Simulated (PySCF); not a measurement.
# A gas-phase reaction: H4OSi + FH → FH3Si + H2O

Wanted: the reaction energy for `O[SiH3]` + `F` → `F[SiH3]` + `O`.

Programs: PySCF 2.14.0. All values are calculated, for the isolated system unless a continuum is named. Atoms count from 0, parts from 1.

### 1 The system as given

Each species was relaxed by itself at PBE0-D3(BJ)/def2-SVPD.

### 2 Reaction energy: wB97M-D3(BJ)/def2-TZVPD

The job: settings as JSON, then the geometry in Å.

```
{"job": {"kind": "react", "xc": "wB97M-D3(BJ)", "basis": "def2-TZVPD"}, "charge": 0, "multiplicity": 1}
-1 H4OSi charge 0 multiplicity 1
O      1.218090    -0.130200     0.374350
Si    -0.425530    -0.037590     0.048560
H      1.831380     0.117960    -0.320350
H     -1.102610    -0.485440     1.293820
H     -0.800960    -0.927320    -1.091890
H     -0.831600     1.361160    -0.285590

-1 FH charge 0 multiplicity 1
F      0.459620     0.019650    -0.007160
H     -0.459620    -0.019650     0.007160

+1 FH3Si charge 0 multiplicity 1
F     -1.502960    -0.280900     0.423890
Si     0.057900     0.001150    -0.000280
H      0.640590    -1.290040    -0.452900
H      0.053700     1.004720    -1.097960
H      0.766750     0.520550     1.199720

+1 H2O charge 0 multiplicity 1
O     -0.001530     0.389380    -0.004300
H     -0.762100    -0.197630     0.006450
H      0.763660    -0.191710    -0.002140
```

Method: wB97M-D3(BJ)/def2-TZVPD reaction energy of separated species, gas phase.

Started as:

```
OMP_NUM_THREADS=1 python cluster_run.py task.json out
```

The driver reads the jobs from task.json and runs them one after another.

The log of the run:

```text
species 1 (H4OSi)
coarse grid: 21480 points
cycle   1  E = -367.1688051078  dE = -1.046e-01  |g| = 6.542e-01  |ddm| = 1.653e+00
cycle   2  E = -367.1468313006  dE =  2.197e-02  |g| = 7.800e-01  |ddm| = 6.951e-01
cycle   3  E = -367.2484983351  dE = -1.017e-01  |g| = 3.328e-02  |ddm| = 3.548e-01
cycle   4  E = -367.2487639947  dE = -2.657e-04  |g| = 9.090e-03  |ddm| = 3.785e-02
cycle   5  E = -367.2487854179  dE = -2.142e-05  |g| = 1.523e-03  |ddm| = 1.275e-02
cycle   6  E = -367.2487862525  dE = -8.346e-07  |g| = 3.489e-04  |ddm| = 2.913e-03
final grid: 44624 points
cycle   7  E = -367.2487607366  dE = -6.877e-08  |g| = 1.254e-04  |ddm| = 1.268e-03
cycle   8  E = -367.2487607433  dE = -6.614e-09  |g| = 5.317e-05  |ddm| = 2.254e-04
cycle   9  E = -367.2487607441  dE = -7.967e-10  |g| = 1.648e-05  |ddm| = 5.593e-05
converged SCF energy = -367.2487607441

species 2 (FH)
coarse grid: 7776 points
cycle   1  E = -100.4688161447  dE = -9.408e-02  |g| = 4.644e-01  |ddm| = 6.197e-01
cycle   2  E = -100.4724971497  dE = -3.681e-03  |g| = 5.038e-01  |ddm| = 3.808e-01
cycle   3  E = -100.5053108104  dE = -3.281e-02  |g| = 2.574e-02  |ddm| = 1.678e-01
cycle   4  E = -100.5053867886  dE = -7.598e-05  |g| = 5.006e-03  |ddm| = 1.077e-02
cycle   5  E = -100.5053914298  dE = -4.641e-06  |g| = 4.334e-04  |ddm| = 3.766e-03
final grid: 16976 points
cycle   6  E = -100.5053936705  dE = -6.401e-08  |g| = 1.065e-04  |ddm| = 8.220e-04
cycle   7  E = -100.5053936740  dE = -3.445e-09  |g| = 8.176e-05  |ddm| = 2.182e-04
cycle   8  E = -100.5053936748  dE = -8.735e-10  |g| = 2.046e-05  |ddm| = 3.746e-05
converged SCF energy = -100.5053936748

species 3 (FH3Si)
coarse grid: 19128 points
cycle   1  E = -391.2426309577  dE = -1.817e-01  |g| = 5.389e-01  |ddm| = 1.521e+00
cycle   2  E = -391.2328334532  dE =  9.798e-03  |g| = 6.728e-01  |ddm| = 5.637e-01
cycle   3  E = -391.2947612523  dE = -6.193e-02  |g| = 2.868e-02  |ddm| = 2.669e-01
cycle   4  E = -391.2949498000  dE = -1.885e-04  |g| = 9.183e-03  |ddm| = 3.524e-02
cycle   5  E = -391.2949692156  dE = -1.942e-05  |g| = 1.621e-03  |ddm| = 1.299e-02
cycle   6  E = -391.2949698505  dE = -6.348e-07  |g| = 3.380e-04  |ddm| = 2.511e-03
final grid: 39648 points
cycle   7  E = -391.2949531722  dE = -6.617e-08  |g| = 3.530e-04  |ddm| = 1.218e-03
cycle   8  E = -391.2949531702  dE =  1.979e-09  |g| = 4.058e-04  |ddm| = 3.485e-04
cycle   9  E = -391.2949531916  dE = -2.135e-08  |g| = 1.392e-05  |ddm| = 1.447e-04
cycle  10  E = -391.2949531918  dE = -1.875e-10  |g| = 2.851e-06  |ddm| = 3.673e-05
converged SCF energy = -391.2949531918

species 4 (H2O)
coarse grid: 10128 points
cycle   1  E = -76.4117497034  dE = -7.454e-02  |g| = 5.872e-01  |ddm| = 8.994e-01
cycle   2  E = -76.4087420410  dE =  3.008e-03  |g| = 6.461e-01  |ddm| = 5.038e-01
cycle   3  E = -76.4759334833  dE = -6.719e-02  |g| = 2.731e-02  |ddm| = 2.374e-01
cycle   4  E = -76.4760586875  dE = -1.252e-04  |g| = 5.497e-03  |ddm| = 1.609e-02
cycle   5  E = -76.4760673644  dE = -8.677e-06  |g| = 8.214e-04  |ddm| = 5.831e-03
final grid: 21952 points
cycle   6  E = -76.4760630238  dE = -1.975e-07  |g| = 5.843e-04  |ddm| = 1.373e-03
cycle   7  E = -76.4760630306  dE = -6.839e-09  |g| = 6.465e-04  |ddm| = 6.469e-04
cycle   8  E = -76.4760630943  dE = -6.362e-08  |g| = 3.198e-05  |ddm| = 2.236e-04
cycle   9  E = -76.4760630951  dE = -8.228e-10  |g| = 4.134e-06  |ddm| = 1.105e-04
converged SCF energy = -76.4760630951

Reaction energy = -10.247 kcal/mol
```

Run time: 9.5 s. Hardware: 1 thread of Arm Neoverse N1, shared host; peak memory 0.43 GiB.

Species by species (with the dispersion term, which the log's SCF energies lack):

```tsv
ν	species	energy (Eh)	HOMO (eV)
-1	O[SiH3]	-367.25265	-11.19
-1	F	-100.50563	-14.54
+1	F[SiH3]	-391.29779	-12.24
+1	O	-76.47682	-11.72
```

### 3 Reaction energy: PBE0-D3(BJ)/def2-TZVPD

The job, as its differences from that of step 2:

```diff
@@ -1,2 +1,2 @@
-{"job": {"kind": "react", "xc": "wB97M-D3(BJ)", "basis": "def2-TZVPD"}, "charge": 0, "multiplicity": 1}
+{"job": {"kind": "react", "xc": "PBE0", "basis": "def2-TZVPD", "disp": "d3bj"}, "charge": 0, "multiplicity": 1}
 -1 H4OSi charge 0 multiplicity 1
```

Level: PBE0-D3(BJ)/def2-TZVPD reaction energy of separated species, gas phase.

The log of the run:

```text
species 1 (H4OSi)
coarse grid: 5192 points
cycle   1  E = -366.9024704933  dE = -4.112e-02  |g| = 7.018e-01  |ddm| = 1.659e+00
cycle   2  E = -366.7142447737  dE =  1.882e-01  |g| = 1.212e+00  |ddm| = 9.236e-01
cycle   3  E = -366.9887580921  dE = -2.745e-01  |g| = 5.293e-02  |ddm| = 6.177e-01
cycle   4  E = -366.9893581614  dE = -6.001e-04  |g| = 1.057e-02  |ddm| = 4.175e-02
cycle   5  E = -366.9893760881  dE = -1.793e-05  |g| = 1.262e-03  |ddm| = 7.507e-03
cycle   6  E = -366.9893765199  dE = -4.318e-07  |g| = 2.328e-04  |ddm| = 1.543e-03
final grid: 44624 points
cycle   7  E = -366.9884049336  dE = -1.188e-05  |g| = 3.285e-03  |ddm| = 1.382e-02
cycle   8  E = -366.9884024532  dE =  2.480e-06  |g| = 4.930e-03  |ddm| = 3.834e-03
cycle   9  E = -366.9884065606  dE = -4.107e-06  |g| = 3.048e-04  |ddm| = 2.379e-03
cycle  10  E = -366.9884065752  dE = -1.464e-08  |g| = 4.165e-05  |ddm| = 1.888e-04
cycle  11  E = -366.9884065755  dE = -2.367e-10  |g| = 6.178e-06  |ddm| = 3.232e-05
converged SCF energy = -366.9884065755

species 2 (FH)
coarse grid: 1712 points
cycle   1  E = -100.3541279949  dE = -3.605e-02  |g| = 4.957e-01  |ddm| = 6.253e-01
cycle   2  E = -100.3146091494  dE =  3.952e-02  |g| = 7.430e-01  |ddm| = 5.125e-01
cycle   3  E = -100.3938519138  dE = -7.924e-02  |g| = 2.284e-02  |ddm| = 2.892e-01
cycle   4  E = -100.3939274728  dE = -7.556e-05  |g| = 4.205e-03  |ddm| = 9.787e-03
cycle   5  E = -100.3939294567  dE = -1.984e-06  |g| = 3.556e-04  |ddm| = 1.247e-03
final grid: 16976 points
cycle   6  E = -100.3948397582  dE = -1.858e-05  |g| = 3.999e-03  |ddm| = 7.530e-03
cycle   7  E = -100.3948378306  dE =  1.928e-06  |g| = 5.501e-03  |ddm| = 3.355e-03
cycle   8  E = -100.3948419243  dE = -4.094e-06  |g| = 9.902e-05  |ddm| = 2.014e-03
cycle   9  E = -100.3948419256  dE = -1.272e-09  |g| = 1.775e-05  |ddm| = 3.915e-05
cycle  10  E = -100.3948419256  dE = -4.735e-11  |g| = 3.060e-06  |ddm| = 1.024e-05
converged SCF energy = -100.3948419256

species 3 (FH3Si)
coarse grid: 4576 points
cycle   1  E = -390.9706365816  dE = -1.236e-01  |g| = 5.335e-01  |ddm| = 1.510e+00
cycle   2  E = -390.8862833321  dE =  8.435e-02  |g| = 9.271e-01  |ddm| = 6.656e-01
cycle   3  E = -391.0159171654  dE = -1.296e-01  |g| = 2.719e-02  |ddm| = 4.197e-01
cycle   4  E = -391.0160142378  dE = -9.707e-05  |g| = 9.804e-03  |ddm| = 2.682e-02
cycle   5  E = -391.0160280172  dE = -1.378e-05  |g| = 6.574e-04  |ddm| = 8.763e-03
cycle   6  E = -391.0160281387  dE = -1.215e-07  |g| = 1.565e-04  |ddm| = 1.057e-03
final grid: 39648 points
cycle   7  E = -391.0183041605  dE = -1.161e-05  |g| = 2.245e-03  |ddm| = 1.231e-02
cycle   8  E = -391.0183034016  dE =  7.589e-07  |g| = 3.196e-03  |ddm| = 2.300e-03
cycle   9  E = -391.0183048288  dE = -1.427e-06  |g| = 2.475e-04  |ddm| = 1.406e-03
cycle  10  E = -391.0183048369  dE = -8.106e-09  |g| = 3.335e-05  |ddm| = 1.703e-04
cycle  11  E = -391.0183048371  dE = -1.822e-10  |g| = 4.653e-06  |ddm| = 2.994e-05
converged SCF energy = -391.0183048371

species 4 (H2O)
coarse grid: 2328 points
cycle   1  E = -76.3044307879  dE = -5.304e-03  |g| = 6.571e-01  |ddm| = 9.011e-01
cycle   2  E = -76.1882094454  dE =  1.162e-01  |g| = 1.036e+00  |ddm| = 7.256e-01
cycle   3  E = -76.3820306101  dE = -1.938e-01  |g| = 3.132e-02  |ddm| = 4.396e-01
cycle   4  E = -76.3822129140  dE = -1.823e-04  |g| = 5.864e-03  |ddm| = 1.606e-02
cycle   5  E = -76.3822180531  dE = -5.139e-06  |g| = 7.850e-04  |ddm| = 2.507e-03
final grid: 21952 points
cycle   6  E = -76.3808944288  dE = -1.510e-05  |g| = 3.448e-03  |ddm| = 9.315e-03
cycle   7  E = -76.3808924628  dE =  1.966e-06  |g| = 4.753e-03  |ddm| = 3.321e-03
cycle   8  E = -76.3808961795  dE = -3.717e-06  |g| = 2.518e-04  |ddm| = 1.965e-03
cycle   9  E = -76.3808961901  dE = -1.061e-08  |g| = 2.399e-05  |ddm| = 1.101e-04
cycle  10  E = -76.3808961902  dE = -1.121e-10  |g| = 3.292e-06  |ddm| = 1.515e-05
converged SCF energy = -76.3808961902

Reaction energy = -9.744 kcal/mol
```

Run time: 4.5 s. Hardware: 1 thread of Arm Neoverse N1, shared host; peak memory 0.43 GiB.

Reaction energy at this level: -9.74 kcal/mol.

### 4 Energies of the species: MP2/def2-TZVPD

The job, as its differences from that of step 3:

```diff
@@ -1,2 +1,2 @@
-{"job": {"kind": "react", "xc": "PBE0", "basis": "def2-TZVPD", "disp": "d3bj"}, "charge": 0, "multiplicity": 1}
+{"job": {"kind": "react", "xc": "MP2", "basis": "def2-TZVPD"}, "charge": 0, "multiplicity": 1}
 -1 H4OSi charge 0 multiplicity 1
```

Level: MP2/def2-TZVPD reaction energy of separated species, gas phase.

The log of the run:

```text
species 1 (H4OSi)
final grid: 44624 points
cycle   1  E = -366.1490680014  dE = -2.082e-01  |g| = 5.094e-01  |ddm| = 1.609e+00
cycle   2  E = -366.1899541861  dE = -4.089e-02  |g| = 3.206e-01  |ddm| = 4.181e-01
cycle   3  E = -366.2073476961  dE = -1.739e-02  |g| = 4.203e-02  |ddm| = 1.600e-01
cycle   4  E = -366.2079631431  dE = -6.154e-04  |g| = 7.725e-03  |ddm| = 4.691e-02
cycle   5  E = -366.2079903558  dE = -2.721e-05  |g| = 1.418e-03  |ddm| = 1.248e-02
cycle   6  E = -366.2079915936  dE = -1.238e-06  |g| = 3.822e-04  |ddm| = 2.859e-03
cycle   7  E = -366.2079916925  dE = -9.889e-08  |g| = 9.913e-05  |ddm| = 6.815e-04
cycle   8  E = -366.2079916994  dE = -6.841e-09  |g| = 2.234e-05  |ddm| = 2.090e-04
cycle   9  E = -366.2079916997  dE = -3.324e-10  |g| = 4.458e-06  |ddm| = 4.975e-05
converged SCF energy = -366.2079916997

species 2 (FH)
final grid: 16976 points
cycle   1  E = -100.0371197641  dE = -1.649e-01  |g| = 4.007e-01  |ddm| = 6.032e-01
cycle   2  E = -100.0578875172  dE = -2.077e-02  |g| = 2.336e-01  |ddm| = 2.533e-01
cycle   3  E = -100.0646339682  dE = -6.746e-03  |g| = 2.356e-02  |ddm| = 8.091e-02
cycle   4  E = -100.0647513986  dE = -1.174e-04  |g| = 6.199e-03  |ddm| = 1.253e-02
cycle   5  E = -100.0647671110  dE = -1.571e-05  |g| = 1.459e-03  |ddm| = 5.122e-03
cycle   6  E = -100.0647683840  dE = -1.273e-06  |g| = 2.290e-04  |ddm| = 1.848e-03
cycle   7  E = -100.0647684184  dE = -3.438e-08  |g| = 1.958e-05  |ddm| = 4.211e-04
cycle   8  E = -100.0647684185  dE = -1.854e-10  |g| = 2.360e-06  |ddm| = 2.495e-05
converged SCF energy = -100.0647684185

species 3 (FH3Si)
final grid: 39648 points
cycle   1  E = -390.1765513524  dE = -2.896e-01  |g| = 4.858e-01  |ddm| = 1.478e+00
cycle   2  E = -390.2152610872  dE = -3.871e-02  |g| = 3.170e-01  |ddm| = 3.687e-01
cycle   3  E = -390.2291278494  dE = -1.387e-02  |g| = 3.516e-02  |ddm| = 1.397e-01
cycle   4  E = -390.2296273607  dE = -4.995e-04  |g| = 7.734e-03  |ddm| = 4.645e-02
cycle   5  E = -390.2296502630  dE = -2.290e-05  |g| = 1.437e-03  |ddm| = 1.235e-02
cycle   6  E = -390.2296510779  dE = -8.149e-07  |g| = 2.760e-04  |ddm| = 2.522e-03
cycle   7  E = -390.2296511334  dE = -5.540e-08  |g| = 5.647e-05  |ddm| = 5.357e-04
cycle   8  E = -390.2296511354  dE = -2.040e-09  |g| = 1.067e-05  |ddm| = 1.044e-04
cycle   9  E = -390.2296511355  dE = -7.179e-11  |g| = 2.498e-06  |ddm| = 2.679e-05
converged SCF energy = -390.2296511355

species 4 (H2O)
final grid: 21952 points
cycle   1  E = -76.0248941286  dE = -1.467e-01  |g| = 4.364e-01  |ddm| = 8.776e-01
cycle   2  E = -76.0503802844  dE = -2.549e-02  |g| = 2.594e-01  |ddm| = 2.972e-01
cycle   3  E = -76.0608894494  dE = -1.051e-02  |g| = 2.594e-02  |ddm| = 1.025e-01
cycle   4  E = -76.0610468104  dE = -1.574e-04  |g| = 5.694e-03  |ddm| = 1.523e-02
cycle   5  E = -76.0610611785  dE = -1.437e-05  |g| = 1.176e-03  |ddm| = 5.302e-03
cycle   6  E = -76.0610620683  dE = -8.898e-07  |g| = 2.235e-04  |ddm| = 1.658e-03
cycle   7  E = -76.0610621050  dE = -3.671e-08  |g| = 3.304e-05  |ddm| = 3.733e-04
cycle   8  E = -76.0610621056  dE = -6.657e-10  |g| = 4.159e-06  |ddm| = 3.886e-05
converged SCF energy = -76.0610621056

Reaction energy = -9.740 kcal/mol
```

Run time: 2.1 s. Hardware: 1 thread of Arm Neoverse N1, shared host; peak memory 0.45 GiB.

Reaction energy at this level: -9.74 kcal/mol.

### 5 Side by side

Energies in kcal/mol, with wall time:

```tsv
run	reaction	time
wB97M-D3(BJ)/def2-TZVPD	-10.25	9.5 s
PBE0-D3(BJ)/def2-TZVPD	-9.74	4.5 s
MP2/def2-TZVPD	-9.74	2.1 s
```

### 6 Results

| quantity | value |
| --- | --- |
| reaction energy (wB97M-D3(BJ)/def2-TZVPD) | -10.25 kcal/mol |
| ΔH, ΔG at 298 K (xTB thermal terms) | -9.8, -9.7 kcal/mol |
| range of the reaction energy over the runs of this table | -10.25 to -9.74 kcal/mol |

What this shows: The reaction is exothermic by 9.8 kcal/mol in the gas phase; dispersion gives +0.33, and xTB itself gave -14.53 for the electronic energy (xTB energies and thermal terms come from the earlier relaxation of each species, not shown). No barrier was sought. The reaction energy runs from -10.25 (wB97M-D3(BJ)/def2-TZVPD) to -9.74 kcal/mol (MP2/def2-TZVPD).
